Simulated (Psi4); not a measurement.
Process, species as SMILES: O=C=S + H+ → O=C=[SH+]
B3LYP-D3(BJ)/def2-TZVP geometries, fixed; electronic energies without zero-point terms; positive where energy is released.
Largest species:
```xyz
4

O      0.3696     0.6925    -1.5532
C      0.1278     0.2560    -0.5478
S     -0.1936    -0.4855     0.8930
H     -0.6258     0.6926     1.4247
```
Charge +1, spin multiplicity 1.

Effect of the grid (radial, spherical points) at M06-2X/def2-TZVP with Psi4, against the last row, where the proton affinity is 150.59 kcal/mol. The proton sits at the site shown, which need not be the one that binds it best. Cost is core time over that of grid: 35, 110, rough, on shared machines of one kind.

| setting | grid points, largest species | largest shift of a total energy (mEh) | shift of the proton affinity (kcal/mol) | cost |
|---|---|---|---|---|
| grid: 35, 110 | 14986 | -10.435 | 0.656 | 1× |
| grid: 50, 194 | 37557 | -3.766 | -0.244 | 1× |
| grid: 75, 302 | 86353 | 0.059 | 0.001 | 2× |
| grid: 99, 590 | 222120 | -0.005 | -0.003 | 3× |
| grid: 150, 974 | 552361 | 0.000 | 0.000 | 7× |

Within 0.02 kcal/mol in the proton affinity: grid: 75, 302; grid: 99, 590. The largest shift is 10.435 mEh in a total energy and 0.656 kcal/mol in the difference.
